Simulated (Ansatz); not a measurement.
Isolated molecules relaxed with PBE0-D4/def2-TZVP in Ansatz; ΔE leaves out vibrations. CCSD(T)/CBS is extrapolated from def2-TZVPP and def2-QZVPP, frozen cores. DFT in def2-TZVPP. B3LYP here is the variant with VWN-RPA as its local correlation; programs differ in this. One conformer a species, not always the lowest.

`FCCCl` + H–F → `FCCl` + fluoromethane  (substitution at a C–C bond)

Q: Is it downhill or uphill in electronic energy at CCSD(T)/CBS, and by how much? (Best estimate.)

A: Computed: Uphill: ΔE = +15.3 kcal/mol.

Q: What do these levels give: PBE0-D4, B3LYP-D4, ωB97X-V, ωB97M-V, r2SCAN, B3LYP, HF/def2-TZVPP, HF/def2-QZVPP, MP2/def2-QZVPP, SCS-MP2/def2-QZVPP, HF/CBS(def2), MP2/CBS(def2)? (Estimate.)

A: The calculation gave: PBE0-D4 13.0, B3LYP-D4 11.3, ωB97X-V 12.0, ωB97M-V 12.6, r2SCAN 11.5, B3LYP 9.9, HF/def2-TZVPP 10.1, HF/def2-QZVPP 10.0, MP2/def2-QZVPP 16.8, SCS-MP2/def2-QZVPP 14.9, HF/CBS(def2) 10.0, MP2/CBS(def2) 17.3 kcal/mol.

Largest T1 diagnostic among the species: 0.010.

In def2-TZVPP, CCSD(T) changes the Hartree–Fock value by +4.2 kcal/mol (the triples alone add +0.3 kcal/mol) and MP2 by +6.1 kcal/mol. The D4 term adds +1.4 kcal/mol with B3LYP and +0.7 kcal/mol with PBE0; it sums over pairs of atoms, weighted by their polarisabilities, and B3LYP, whose exchange is more repulsive, gets the larger term.
